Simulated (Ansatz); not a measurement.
# CH5 (doublet): from Hartree-Fock to the top rungs at distance C1–H5 along a hydrogen transfer = 1.237 Å, 6-31G

How much of the correlation energy of CH5 (doublet) does each wave-function method recover here?

Program: Ansatz 0.2.0, Gaussian basis. Level of theory: 6-31G, core rule «outside noble gas», up to 1 orbitals frozen. These are calculated values, not measurements.

The runs, in order: UHF; CCSD(T) on ROHF; CCSD(T) on UHF; BCCD(T) on ROHF; CISD; CCSDT(Q) on ROHF; CCSDT(Q) on UHF; CASSCF and MRCISD+Q, 3 electrons in 3 orbitals; CASSCF and NEVPT2, 3 electrons in 3 orbitals; CASSCF and MRCISD+Q, 9 electrons in 9 orbitals; CASSCF and NEVPT2, 9 electrons in 9 orbitals.

12 further runs of the same task are left out: 1 for a mislabelled method, 1 that didn't finish, 10 set aside as unsound or not needed.

## (1) What is computed

The geometry derives from fragments relaxed apart (PBE0/def2-TZVP) and kept rigid, so it is no stationary point. A hydrogen atom is moved between rigid fragments.

6 atoms, charge 0, spin multiplicity 2.

Atoms are counted from 1 here; the program's logs count them from 0.

Bond lengths: C1–H2 1.090 Å, C1–H3 1.090 Å, C1–H4 1.090 Å, C1–H5 1.237 Å. Angles: H2–C1–H3 109.5°, H2–C1–H4 109.5°, H2–C1–H5 109.5°, H3–C1–H4 109.5°, H3–C1–H5 109.5°, H4–C1–H5 109.5°.

## (2) UHF

Input file in.yaml:

```yaml
crystal:
  periodic: [false, false, false]
  atoms:
    - {symbol: C, position_ang: [-0.147752, 0.000000, 0.000000]}
    - {symbol: H, position_ang: [-0.510958, 1.027301, 0.000000]}
    - {symbol: H, position_ang: [-0.510958, -0.513650, 0.889668]}
    - {symbol: H, position_ang: [-0.510958, -0.513650, -0.889669]}
    - {symbol: H, position_ang: [1.089248, 0.000000, 0.000000]}
    - {symbol: H, position_ang: [2.204248, 0.000000, 0.000000]}
basis:
  gaussian: {orbitals: 6-31G}
magnetization: {spin_polarized: true, initial_magnetization: 1}
hamiltonian: {xc: hf}
output: {orbitals: {seedname: orbitals}}
```

Launch:

```
$ ansatz run in.yaml --threads 1 --pin off --events-out ev --progress --plain --max-ram 2393MiB
```

Further steps of the session: CCSD(T) on ROHF; CCSD(T) on UHF; BCCD(T) on ROHF; CISD; CCSDT(Q) on ROHF; CCSDT(Q) on UHF; CASSCF and MRCISD+Q, 3 electrons in 3 orbitals; CASSCF and NEVPT2, 3 electrons in 3 orbitals; CASSCF and MRCISD+Q, 9 electrons in 9 orbitals; CASSCF and NEVPT2, 9 electrons in 9 orbitals.

Q: Predict the results of all the runs planned. Wanted: UCCSDT(Q) below the RHF energy; RMP2 from UCCSDT(Q); UMP2 from UCCSDT(Q); RCCSD from UCCSDT(Q); RCCSD(T) from UCCSDT(Q); UCCSD(T) from UCCSDT(Q); RCCSDT(Q) from UCCSDT(Q); NEVPT2 pair from UCCSDT(Q); NEVPT2 valence from UCCSDT(Q).

**Answer**, as computed:

| quantity | value |
| --- | --- |
| UCCSDT(Q) below the RHF energy | -3.5927 eV |
| RMP2 from UCCSDT(Q) | +64.4 kJ/mol |
| UMP2 from UCCSDT(Q) | +64.0 kJ/mol |
| RCCSD from UCCSDT(Q) | +6.2 kJ/mol |
| RCCSD(T) from UCCSDT(Q) | +1.0 kJ/mol |
| UCCSD(T) from UCCSDT(Q) | +1.0 kJ/mol |
| RCCSDT(Q) from UCCSDT(Q) | 0.0 kJ/mol |
| NEVPT2 pair from UCCSDT(Q) | +49.4 kJ/mol |
| NEVPT2 valence from UCCSDT(Q) | +24.5 kJ/mol |
| MRCISD+Q valence from UCCSDT(Q) | +0.2 kJ/mol |
| levels within 1 kcal/mol (43 meV) | RCCSD(T), UCCSD(T), BCCD(T), RCCSDT, UCCSDT, RCCSDT(Q), MRCISD valence, MRCISD+Q valence |
| T1 diagnostic | 0.021 |
| effectively unpaired electrons | 1.02 |

In words: RCCSD(T) lands +1.0 kJ/mol from the yardstick (0.3 % of the correlation energy). One determinant dominates. Of the multireference levels listed MRCISD+Q valence comes nearest in total energy (+0.2 kJ/mol), which doesn't show that its space is the better one. These misses are within one basis, not against nature; the frozen cores of restricted and unrestricted runs differ, which can shift their rows.
